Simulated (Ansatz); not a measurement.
```yaml
crystal:
  periodic: [false, false, false]
  atoms:
    - {symbol: C, position_ang: [1.240602, -0.138775, -0.909241]}
    - {symbol: C, position_ang: [0.358938, -0.519393, -0.070235]}
    - {symbol: C, position_ang: [-0.670636, 0.309372, 0.403476]}
    - {symbol: O, position_ang: [-1.410877, -0.324959, 1.234463]}
    - {symbol: S, position_ang: [-0.936387, 1.804728, 0.014920]}
    - {symbol: H, position_ang: [1.227511, 0.832270, -1.284959]}
    - {symbol: H, position_ang: [1.986594, -0.786160, -1.233668]}
    - {symbol: H, position_ang: [0.360655, -1.488161, 0.313731]}
    - {symbol: H, position_ang: [-2.071440, 0.266726, 1.514905]}
basis:
  gaussian: {orbitals: def2-TZVPP}
magnetization: {spin_polarized: true, initial_magnetization: 0}
hamiltonian: {xc: {name: r2SCAN0}}
accuracy: high
scf: {max_iter: 3}
output: {forces: true}
```

```sh
$ ansatz run in.yaml --threads 2 --pin off --events-out ev --progress --plain --max-ram 4352MiB
```

Output, abridged:

```
Error: invalid value for `basis.gaussian`: such a run doesn't read scf.max_iter; remove what it names
```

Q: What is wrong with this run?

A: The input holds a key that doesn't belong there. The input was rejected before any iteration.
